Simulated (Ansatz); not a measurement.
Job for Ansatz (a program for electronic structure): R-B3LYP/def2-TZVPP on BF3 (SMILES FB(F)F), atoms moved off the minimum.

Ansatz 0.2 input:
```yaml
crystal:
  periodic: [false, false, false]
  atoms:
    - {symbol: B, position_ang: [-0.00701684, 0.01048674, 0.07558807]}
    - {symbol: F, position_ang: [-1.07040232, -0.73203215, -0.01218686]}
    - {symbol: F, position_ang: [0.05625095, 1.33589180, -0.41850150]}
    - {symbol: F, position_ang: [1.10659443, -0.45265822, 0.50473988]}
basis:
  gaussian:
    orbitals: def2-TZVPP
hamiltonian:
  xc: {name: B3LYP}
scf: {lower_state_search: off}
output: {forces: true}
```

Program output:

```
WARN ansatz: RAYON_NUM_THREADS=6 ignored (pool sized by the plan → 6); use --threads N
Functional definition: B3LYP
these checks for a lower state are left out or cut short: stability, starts, cluster_reference, orbital_swaps, neighbouring_geometries, increment
integrals: 0.03 GiB planned
637 factors; their error is unknown
mean field: 0.37 GiB planned
mean field evaluation 1: about -8832.5540 eV, gradient 5.0e1 eV
mean field evaluation 2: about -8828.5410 eV, gradient 7.5e1 eV
mean field evaluation 4: about -8835.6429 eV, gradient 1.8e0 eV
mean field evaluation 8: about -8835.6773 eV, gradient 1.5e-2 eV
mean field evaluation 16: about -8835.6773 eV, gradient 1.3e-6 eV
mean field -8835.67731545 eV, -324.7051523056 hartree, gradient 1.3e-6 eV, S^2 0.000000; 0 other end points of the search recorded, 0 dependent functions left out
the calculation of the forces begins
reference -8835.67749898 eV, -324.7051590503 hartree; 16, 16 occupied and 108, 108 virtual orbitals, 637 factors
Total energy: -8835.67749898 eV, -324.7051590503 hartree
Atom 0 at    -0.007017     0.010487     0.075588 Å, force    -0.021794     3.416075    -1.949370 eV/Å
Atom 1 at    -1.070402    -0.732032    -0.012187 Å, force    -0.480926     0.156999     0.037163 eV/Å
Atom 2 at     0.056251     1.335892    -0.418502 Å, force    -0.729745    -2.822929     1.102735 eV/Å
Atom 3 at     1.106594    -0.452658     0.504740 Å, force     1.232465    -0.750145     0.809473 eV/Å
Dipole moment:    -0.033781    -0.115056     0.076280 e Å
Checks for a lower state left out: stability, starts, cluster_reference, orbital_swaps, neighbouring_geometries, increment
```

The run converged.

Cost: about 2.4 core-seconds (a rough figure).
